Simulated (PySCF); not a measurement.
Compound: HOCN.
Geometry (PBE0-D3(BJ)/def2-SVP, Å), atoms numbered from 1 in this order:
```
atom  x, y, z in Å
N1     0.3748   -1.5749   -0.1474
C2     0.1468   -0.4405   -0.0674
O3    -0.0884    0.8184    0.0824
H4    -0.4332    1.1970   -0.7394
```

Level of theory: core-valence-separated Tamm–Dancoff BHandHLYP/aug-pcX-1 (pcseg-1 on H) in PySCF, non-relativistic, gas phase, PBE0-D3(BJ)/def2-SVP geometry. No empirical shift is added; at this level the pattern usually sits a few eV under experiment.

The lowest roots of each edge with f over 0.003 (five at most, numbered afresh; weaker and dark ones are left out), with transition dipoles (au) in the frame of the coordinates:

```tsv
root	edge	E (eV)	f	μx	μy	μz
1	C	285.82	0.0733	0.0310	-0.0004	0.0976
2	C	286.28	0.0805	-0.0999	-0.0224	0.0316
3	C	286.75	0.0070	-0.0080	0.0304	-0.0033
4	C	291.09	0.0110	-0.0054	0.0377	0.0096
5	N	397.56	0.0650	-0.0251	0.0025	-0.0776
6	N	398.43	0.0613	0.0739	0.0165	-0.0234
7	N	399.67	0.0067	0.0054	-0.0255	-0.0011
8	N	402.33	0.0048	-0.0012	0.0196	0.0101
9	N	403.31	0.0116	-0.0079	0.0334	-0.0011
10	O	533.53	0.0190	-0.0106	-0.0038	-0.0365
11	O	535.71	0.0430	-0.0149	0.0547	-0.0082
12	O	536.54	0.0245	0.0403	0.0090	-0.0127
13	O	536.71	0.0150	0.0109	-0.0041	0.0317
14	O	537.69	0.0073	0.0018	-0.0215	-0.0095
```

**Question.** What is the unit vector of the normal of the molecular plane, and which share of each root's |μ|² lies along it?

**Answer.** (0.93, 0.21, -0.30), up to sign.

```tsv
root	core hole on	share along it	final orbital under reflection in the plane
1	C2	0.00	even
2	C2	1.00	odd
3	C2	0.00	even
4	C2	0.00	even
5	N1	0.00	even
6	N1	1.00	odd
7	N1	0.00	even
8	N1	0.00	even
9	N1	0.00	even
10	O3	0.00	even
11	O3	0.00	even
12	O3	1.00	odd
13	O3	0.00	even
14	O3	0.00	even
```

The 1s orbitals of atoms in the plane are even under the reflection, so light polarised along the normal reaches odd orbitals alone (the out-of-plane π set) and light polarised in the plane even ones.

**Question.** For fixed molecules, how does the intensity of root 2 change when the electric field is turned 30° away from the normal of the molecular plane?

**Answer.** Intensity goes as (E·μ)², and μ lies along that direction, so it falls to cos²30° = 0.75 of its maximum; it vanishes at 90°.

**Question.** Molecules are fixed in this frame and the field points along (1, 1, 0)/√2. What effective strengths 3 f cos²θ do the roots have (θ between field and μ)?

**Answer.** root 1 (C2): 0.010, root 2 (C2): 0.157, root 3 (C2): 0.005, root 4 (C2): 0.011, root 5 (N1): 0.008, root 6 (N1): 0.120, root 7 (N1): 0.006, root 8 (N1): 0.005, root 9 (N1): 0.010, root 10 (O3): 0.004, root 11 (O3): 0.031, root 12 (O3): 0.048, root 13 (O3): 0.001, root 14 (O3): 0.008. Root 2 is the strongest. Averaged over all orientations cos²θ is 1/3, which gives f back.

